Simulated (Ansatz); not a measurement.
A made-up structure of MgAlHF, doublet:

```tsv
atom	x (Å)	y (Å)	z (Å)
F1	-3.1240	0.9908	0.3598
Mg2	-1.2470	0.4180	0.1668
Al3	1.7547	-0.1083	0.2587
H4	2.6163	-1.3005	-0.7853
```

It is relaxed with PBE-D4/def2-SVP and then PBE0-D4/def2-TZVP (Ansatz 0.2.0). Atoms count as bonded within 1.22 times the sum of their covalent radii (H–H: 0.88 Å). The end point is not checked to be a true minimum.

Does its bonding change? (Judge from chemistry; the calculation decides.)

By the calculation: No: no bond forms or breaks.

Where it ends: The first stage lowers the energy by 0.51 eV in 5 steps. It ends as MgAlHF ([F][Mg][AlH]):
```
4
angstrom
F -2.7895 0.8847 0.3213
Mg -1.1135 0.3730 0.1486
Al 1.5668 -0.0967 0.2310
H 2.3362 -1.1609 -0.7009
```

Labels in which every atom is bracketed show which atoms are joined, not bond orders.

For scale, one of the runs: PBE0-D4/def2-TZVP relaxation, 106 basis functions, launched by `ansatz run in.yaml --threads 2 --pin off --events-out ev --progress --plain --max-ram 4352MiB`. Hardware: 2 CPU threads of an Intel Xeon Platinum 8488C, shared host. Wall time about 11 s.
